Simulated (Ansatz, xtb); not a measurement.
Relative energy of two structures of H4Si3

Structure X is a triplet given by its coordinates and structure Y is a singlet given by its coordinates. Both are isolated molecules in the gas phase, relaxed with r2SCAN-D4/def2-TZVP.

X (Å):

```yaml
atoms:
  - { symbol: Si, position_ang: [-0.0096, -1.6959, -0.1391] }
  - { symbol: Si, position_ang: [-0.8464, -3.5991, 0.8225] }
  - { symbol: Si, position_ang: [-2.1474, -1.5637, 0.6731] }
  - { symbol: H, position_ang: [-1.3570, -4.7615, 0.0450] }
  - { symbol: H, position_ang: [-0.4959, -4.0533, 2.1962] }
  - { symbol: H, position_ang: [-3.3622, -1.6241, -0.1852] }
  - { symbol: H, position_ang: [-2.5012, -0.9159, 1.9659] }
```

Close contacts (Å): Si1–Si2 2.29, Si1–Si3 2.29, Si2–Si3 2.42, Si2–H4 1.49, Si2–H5 1.49, Si3–H6 1.49, Si3–H7 1.49.

Y (Å):

```json
{"atom": "Si", "x (Å)": "1.3986", "y (Å)": "0.6159", "z (Å)": "0.7119"}
{"atom": "Si", "x (Å)": "-0.1976", "y (Å)": "0.7506", "z (Å)": "-0.8576"}
{"atom": "Si", "x (Å)": "-0.5989", "y (Å)": "0.0237", "z (Å)": "1.5421"}
{"atom": "H", "x (Å)": "-1.5922", "y (Å)": "1.2768", "z (Å)": "-0.8890"}
{"atom": "H", "x (Å)": "-1.9815", "y (Å)": "0.5709", "z (Å)": "1.4341"}
{"atom": "H", "x (Å)": "0.0736", "y (Å)": "0.1592", "z (Å)": "-2.1996"}
{"atom": "H", "x (Å)": "-0.6870", "y (Å)": "-1.2213", "z (Å)": "2.3586"}
```

Close contacts (Å): Si1–Si2 2.24, Si1–Si3 2.24, Si2–Si3 2.54, Si2–H4 1.49, Si2–H6 1.49, Si3–H5 1.49, Si3–H7 1.49.

Question: Estimate E(Y) − E(X) at the level CCSD(T)/def2-TZVP.

Answer: Calculated at CCSD(T)/def2-TZVP: E(Y) − E(X) = −0.475 eV, so structure Y lies lower.

The same difference at several levels:

```csv
level,geometry,E(Y) − E(X) (eV),departure from the last row (eV),"job, with rough time for the two"
r2SCAN-D4/def2-TZVP,r2SCAN-D4/def2-TZVP,−0.239,+0.236,"optimisation, 94 s"
HF/def2-TZVP,r2SCAN-D4/def2-TZVP,+0.272,+0.747,part of the CCSD(T) run
MP2/def2-TZVP,r2SCAN-D4/def2-TZVP,−0.539,−0.064,part of the CCSD(T) run
CCSD(T)/def2-TZVP,r2SCAN-D4/def2-TZVP,−0.475,,"single point, 29 s"
```

HF/def2-TZVP puts the two in the other order. The largest departure from CCSD(T)/def2-TZVP is that of HF/def2-TZVP, 0.747 eV. Levels run at GFN2-xTB geometries aren't shown.

With harmonic frequencies from r2SCAN-D4/def2-TZVP (ideal gas, rigid rotor, one conformer each, 600 K, 1 atm): the zero-point term adds +0.001 eV; ΔH is −0.474 and ΔG −0.462 eV.

Open shells are spin-unrestricted. The correlated steps freeze 15 core orbitals. ΔG holds the spin degeneracy. Codes used: Ansatz 0.2.0; the last row on 2 threads of Arm Neoverse V1 on a shared host.
